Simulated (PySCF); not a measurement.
Isomers of C5H9N, one conformer each. Method: core-valence-separated Tamm–Dancoff BHandHLYP/aug-pcX-1 (pcseg-1 on H) in PySCF, non-relativistic, gas phase, PBE0-D3(BJ)/def2-SVP geometry. The energies are unshifted.

P. `C[C@H]1C=NCC1`
Q. `C#CC[C@H](C)N`

Main lines, eV (oscillator strength):
1. C K: 283.6 (0.070), 283.7 (0.048), 283.8 (0.114), 286.0 (0.029), 286.1 (0.023); N K: 399.3 (0.015), 400.4 (0.031), 401.0 (0.007), 401.7 (0.007), 401.8 (0.005)
2. C K: 282.9 (0.067), 285.4 (0.007), 285.5 (0.015), 286.0 (0.034), 286.0 (0.027); N K: 396.1 (0.061), 401.7 (0.010)
Listed: the first five lines at most of each edge with a tenth or more of its strongest line's intensity; roots within 0.03 eV on the same or equivalent atoms are summed. Only the lowest roots were sought, and the top ones are left out.

Question: Which spectrum belongs to which isomer?

Answer: 1 = Q, 2 = P.
- P: first C line listed at 282.9 eV, hole on the imine carbon (1s→π*); first N line listed at 396.1 eV, hole on the imine nitrogen.
- Q: first C line listed at 283.6 eV, hole on the terminal alkyne carbon (1s→π*); first N line listed at 399.3 eV, hole on the primary amine nitrogen.

Question: What are the ground-state energies of the isomers at BHandHLYP/aug-pcX-1 (pcseg-1 on H), relative to the lowest?

Answer: P 0.0, Q 135.7 kJ/mol (electronic energies on these geometries, no dispersion or zero-point terms).
